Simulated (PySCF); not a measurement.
# How the method moves the proton affinities of hydrogen chloride

Structure: `Cl` (HCl). Coordinates in Å; atoms count from 1 in this order:
```
Cl    0.6454   -0.0058   -0.0056
H    -0.6397    0.0084   -0.0227
```

All levels share the PBE0-D3(BJ)/def2-SVP structures and the PBE0-D3(BJ)/def2-SVP thermal terms; only the single-point energies (PySCF) change. Values are proton affinities (298 K, kJ/mol).

```csv
level,Cl1,abs. error,time
"CAM-B3LYP-D3(BJ)/def2-TZVP (grid 2, diis space 4)",556,3.7,1.2 s
HF/def2-TZVP,557,2.6,0.39 s
"BP86-D3(BJ)/def2-TZVPD (grid 2, diis space 4)",568,8.2,1.4 s
ωB97X-D3(BJ)/def2-TZVP,568,8.7,–
ATcT 1.112,559,,
```

Times are wall times for all single points of a level on 1 thread of Arm Neoverse V2, a shared host; the dash marks the run that also made the structures. BP86 ran on a slower path of this set-up, which computes the density-fitting integrals anew in every SCF cycle while the other levels store them. So the times needn't show the usual order of cost, and those levels read slower than they are.

Hartree-Fock leaves out electron correlation, so its proton affinities can be off by tens of kJ/mol.

The spread: 12 kJ/mol, from 556 to 568.
